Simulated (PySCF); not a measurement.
C2H5O2, charge +2, doublet, geometry from GFN2-xTB of the parent state (a state made from the parent by changing its charge; the spin is typed, not shown lowest); MP2/def2-SVP in PySCF.

Here is a job for PySCF.
```python
from pyscf import gto, scf, mp

mol = gto.Mole()
mol.atom = '''
    C    -0.881858    0.008998   -0.074186
    O    -0.719743   -1.145473    0.456747
    O     0.058028    0.777845   -0.344421
    H    -1.875885    0.395557   -0.326715
    C     1.436644    0.478120   -0.100263
    H     1.824079    1.265800    0.549056
    H     1.576979   -0.502734    0.351032
    H     1.952118    0.543528   -1.060560
    H    -1.512292   -1.683829    0.635275
'''
mol.basis = 'def2-svp'
mol.charge = 2
mol.spin = 1
mol.verbose = 4
mol.build()

mf = scf.UHF(mol)
mf.kernel()

pt = mp.MP2(mf)
pt.kernel()
print('E(MP2) = %.10f' % pt.e_tot)
```

The log (banner, timings and long lists left out):

```
PySCF version 2.14.0

[INPUT] verbose = 4
[INPUT] num. atoms = 9
[INPUT] num. electrons = 31
[INPUT] charge = 2
[INPUT] spin (= nelec alpha-beta = 2S) = 1
[INPUT] symmetry False subgroup None
[INPUT] Mole.unit = angstrom
[INPUT] Symbol           X                Y                Z      unit          X                Y                Z       unit  Magmom
[...]
nuclear repulsion = 131.071293719057
number of shells = 39
number of NR pGTOs = 131
number of NR cGTOs = 81
basis = def2-svp
ecp = {}

******** <class 'pyscf.scf.uhf.UHF'> ********
method = UHF
initial guess = minao
damping factor = 0
level_shift factor = 0
DIIS = <class 'pyscf.scf.diis.CDIIS'>
diis_start_cycle = 1
diis_space = 8
diis_damp = 0
SCF conv_tol = 1e-09
SCF conv_tol_grad = None
SCF max_cycles = 50
direct_scf = True
direct_scf_tol = 1e-13
number electrons alpha = 16  beta = 15
Set gradient conv threshold to 3.16228e-05
init E= -229.011052247677

cycle= 1 E= -227.055337909938  delta_E= 1.96  |g|= 0.584  |ddm|= 1.96
cycle= 2 E= -227.22960013531  delta_E= -0.174  |g|= 0.239  |ddm|= 0.669
cycle= 3 E= -227.253149058018  delta_E= -0.0235  |g|= 0.0777  |ddm|= 0.23
cycle= 4 E= -227.256034916212  delta_E= -0.00289  |g|= 0.0276  |ddm|= 0.0729
cycle= 5 E= -227.256712560324  delta_E= -0.000678  |g|= 0.0116  |ddm|= 0.0319
cycle= 6 E= -227.256954529647  delta_E= -0.000242  |g|= 0.00809  |ddm|= 0.0162
cycle= 7 E= -227.257188396663  delta_E= -0.000234  |g|= 0.0078  |ddm|= 0.0179
cycle= 8 E= -227.257352622662  delta_E= -0.000164  |g|= 0.00744  |ddm|= 0.0129
cycle= 9 E= -227.257575393922  delta_E= -0.000223  |g|= 0.0077  |ddm|= 0.0173
cycle= 10 E= -227.256561873432  delta_E= 0.00101  |g|= 0.00773  |ddm|= 0.0821
cycle= 11 E= -227.255620290369  delta_E= 0.000942  |g|= 0.00982  |ddm|= 0.0766
cycle= 12 E= -227.256835041949  delta_E= -0.00121  |g|= 0.00976  |ddm|= 0.101
cycle= 13 E= -227.258339443  delta_E= -0.0015  |g|= 0.0106  |ddm|= 0.116
cycle= 14 E= -227.258226739899  delta_E= 0.000113  |g|= 0.0107  |ddm|= 0.00787
cycle= 15 E= -227.258233577371  delta_E= -6.84e-06  |g|= 0.0107  |ddm|= 0.000501
cycle= 16 E= -227.258903330573  delta_E= -0.00067  |g|= 0.0121  |ddm|= 0.0476
cycle= 17 E= -227.257514506151  delta_E= 0.00139  |g|= 0.0106  |ddm|= 0.101
cycle= 18 E= -227.258242275409  delta_E= -0.000728  |g|= 0.0104  |ddm|= 0.0535
cycle= 19 E= -227.256135303591  delta_E= 0.00211  |g|= 0.00824  |ddm|= 0.168
cycle= 20 E= -227.239906425684  delta_E= 0.0162  |g|= 0.107  |ddm|=  0.4
[...]
cycle= 29 E= -227.25569790498  delta_E= -0.000389  |g|= 0.0115  |ddm|= 0.0273
cycle= 30 E= -227.251529258133  delta_E= 0.00417  |g|= 0.0396  |ddm|= 0.195
cycle= 31 E= -227.252245070359  delta_E= -0.000716  |g|= 0.0341  |ddm|= 0.0206
cycle= 32 E= -227.253661149493  delta_E= -0.00142  |g|= 0.0241  |ddm|= 0.0531
cycle= 33 E= -227.253528221167  delta_E= 0.000133  |g|= 0.0259  |ddm|= 0.0058
cycle= 34 E= -227.254522672035  delta_E= -0.000994  |g|= 0.0185  |ddm|= 0.0484
cycle= 35 E= -227.254464462842  delta_E= 5.82e-05  |g|= 0.019  |ddm|= 0.00397
cycle= 36 E= -227.25761213294  delta_E= -0.00315  |g|= 0.00998  |ddm|= 0.237
cycle= 37 E= -227.252734713176  delta_E= 0.00488  |g|= 0.0315  |ddm|= 0.312
cycle= 38 E= -227.250614876725  delta_E= 0.00212  |g|= 0.0458  |ddm|= 0.062
cycle= 39 E= -227.251330376632  delta_E= -0.000715  |g|= 0.0412  |ddm|= 0.0183
cycle= 40 E= -227.250737440822  delta_E= 0.000593  |g|= 0.0453  |ddm|= 0.015
cycle= 41 E= -227.250759267955  delta_E= -2.18e-05  |g|= 0.045  |ddm|= 0.000851
cycle= 42 E= -227.250811108457  delta_E= -5.18e-05  |g|= 0.0444  |ddm|= 0.00111
cycle= 43 E= -227.249974543523  delta_E= 0.000837  |g|= 0.0498  |ddm|= 0.0194
cycle= 44 E= -227.246672157595  delta_E= 0.0033  |g|= 0.0669  |ddm|= 0.0632
cycle= 45 E= -227.254940398166  delta_E= -0.00827  |g|= 0.0118  |ddm|= 0.241
cycle= 46 E= -227.25615642755  delta_E= -0.00122  |g|= 0.00942  |ddm|= 0.094
cycle= 47 E= -227.255419337295  delta_E= 0.000737  |g|= 0.0112  |ddm|= 0.0593
cycle= 48 E= -227.256810200412  delta_E= -0.00139  |g|= 0.00897  |ddm|= 0.114
cycle= 49 E= -227.256524477334  delta_E= 0.000286  |g|= 0.00898  |ddm|= 0.024
cycle= 50 E= -227.255433327294  delta_E= 0.00109  |g|= 0.0114  |ddm|= 0.0893
SCF not converged.
SCF energy = -227.255433327294 after 50 cycles  <S^2> = 0.76966597  2S+1 = 2.0195702

******** <class 'pyscf.mp.ump2.UMP2'> ********
nocc = (np.int64(16), np.int64(15)), nmo = (81, 81)
Init E(MP2) = -0.624150945160349
cycle = 1  E_corr(MP2) = -0.624481062888381  dE = -0.000330117728  norm(t2) = 0.0011009
cycle = 2  E_corr(MP2) = -0.62448278696096  dE = -1.72407258e-06  norm(t2) = 5.00151e-06
cycle = 3  E_corr(MP2) = -0.624482790551496  dE = -3.59053587e-09  norm(t2) = 3.02406e-08
E(UMP2) = -227.879916117845  E_corr = -0.624482790551496
E(SCS-UMP2) = -227.865475789977  E_corr = -0.610042462682902
E_corr(same-spin) = -0.160773329975646
E_corr(oppo-spin) = -0.46370946057585
E(MP2) = -227.8799161178
```

Convergence was not reached.
